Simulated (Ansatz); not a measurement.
Ansatz (a quantum-chemistry and plane-wave program) input (CCSD(T)/def2-QZVP): A basis named .json is the Basis Set Exchange file of that set (core-valence sets with the plain set on hydrogen).

Ansatz 0.2 input:
```yaml
crystal:
  periodic: [false, false, false]
  atoms:
    - {symbol: O, position_ang: [0.02204159, 1.10436371, -0.00118827]}
    - {symbol: H, position_ang: [-0.92327012, 1.31460394, 0.01604549]}
    - {symbol: Cl, position_ang: [0.04393750, -0.59703021, -0.00038467]}
basis:
  gaussian:
    orbitals: def2-QZVP.json
magnetization: {spin_polarized: false}
correlation: {method: ccsd_t, electrons: outside_noble_gas}
```

Output:

```
Functional definition: HF
integrals: 0.40 GiB planned
958 factors; integrals over basis functions are off by at most 1.4e-3 eV
mean field: 0.41 GiB planned
mean field evaluation 1: about -14555.3060 eV, gradient 2.3e1 eV
mean field evaluation 2: about -14555.3075 eV, gradient 2.3e1 eV
mean field evaluation 4: about -14556.2435 eV, gradient 2.9e0 eV
mean field evaluation 8: about -14556.2621 eV, gradient 1.3e-4 eV
mean field evaluation 16: about -14556.2604 eV, gradient 6.7e-1 eV
mean field -14556.26210998 eV, -534.9327659531 hartree, gradient 3.0e-6 eV, S^2 0.000000; 0 other end points of the search recorded, 0 dependent functions left out
6 core orbitals not correlated
reference -14556.26210998 eV, -534.9327659531 hartree; 7, 7 occupied and 144, 144 virtual orbitals, 958 factors
second order -13.01453562 eV of doubles, -0.00000000 eV of singles
coupled cluster: 0.94 GiB planned
cycle   1  -13.06040760 eV  change   -4.6e-2 eV  update   7.2e-2
cycle   2  -13.38080795 eV  change   -3.2e-1 eV  update   2.3e-2
cycle   3  -13.44672762 eV  change   -6.6e-2 eV  update   9.7e-3
cycle   4  -13.44043267 eV  change    6.3e-3 eV  update   2.3e-3
cycle   5  -13.44106176 eV  change   -6.3e-4 eV  update   1.1e-3
cycle   6  -13.44126182 eV  change   -2.0e-4 eV  update   3.9e-4
cycle   7  -13.44118017 eV  change    8.2e-5 eV  update   1.9e-4
cycle   8  -13.44121657 eV  change   -3.6e-5 eV  update   7.7e-5
cycle   9  -13.44122254 eV  change   -6.0e-6 eV  update   3.3e-5
cycle  10  -13.44119829 eV  change    2.4e-5 eV  update   1.4e-5
cycle  11  -13.44121468 eV  change   -1.6e-5 eV  update   5.8e-6
perturbative correction -0.58708432 eV, -0.0215749509 hartree
Total energy: -14570.29040899 eV, -535.4482964328 hartree
```
